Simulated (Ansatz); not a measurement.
# C3H3F: the cost of one run

The runs use Ansatz 0.2.0, Gaussian basis; Hartree-Fock/def2-SVPD.

1 further run of the same task is left out (it didn't finish).

### 1 The starting structure

SMILES `C=C=CF`, 7 atoms, charge 0, spin multiplicity 1.

Atoms are counted from 1 here; the program's logs count them from 0.

Bond lengths: C1–C2 1.293 Å, C1–H5 1.079 Å, C1–H6 1.079 Å, C2–C3 1.297 Å, C3–F4 1.352 Å, C3–H7 1.081 Å. Angles: C2–C1–H5 121.8°, C2–C1–H6 121.7°, H5–C1–H6 116.6°, C1–C2–C3 178.9°, C2–C3–F4 122.8°, C2–C3–H7 125.1°, F4–C3–H7 112.0°.

As a file:

```xyz
7

C    -0.8926    0.9816    0.0161
C    -0.0188    0.0285    0.0219
C     0.8711   -0.9143    0.0444
F     1.0214   -1.8050   -0.9622
H    -1.8836    0.8460    0.4201
H    -0.6667    1.9549   -0.3906
H     1.5691   -1.0917    0.8503
```

### 2 The run

Contents of md/in.yaml:

```yaml
crystal:
  periodic: [false, false, false]
  atoms:
    - {symbol: C, position_ang: [-0.892620, 0.981580, 0.016130]}
    - {symbol: C, position_ang: [-0.018760, 0.028460, 0.021900]}
    - {symbol: C, position_ang: [0.871090, -0.914260, 0.044350]}
    - {symbol: F, position_ang: [1.021430, -1.804950, -0.962220]}
    - {symbol: H, position_ang: [-1.883570, 0.845960, 0.420090]}
    - {symbol: H, position_ang: [-0.666680, 1.954910, -0.390570]}
    - {symbol: H, position_ang: [1.569120, -1.091710, 0.850330]}
basis:
  gaussian: {orbitals: def2-SVPD}
hamiltonian: {xc: hf}
md: {n_steps: 60, timestep: 0.5, temperature: 200, ensemble: nve, seed: 606, initial_velocities: maxwell_boltzmann}
```

Launch:

```sh
ansatz run in.yaml --threads 2 --pin off --events-out ev --progress --plain --max-ram 3481MiB
```

What time and memory should one allow on 2 threads of Arm Neoverse V1, shared host?

About 58 s, with a peak of 0.19 GiB.
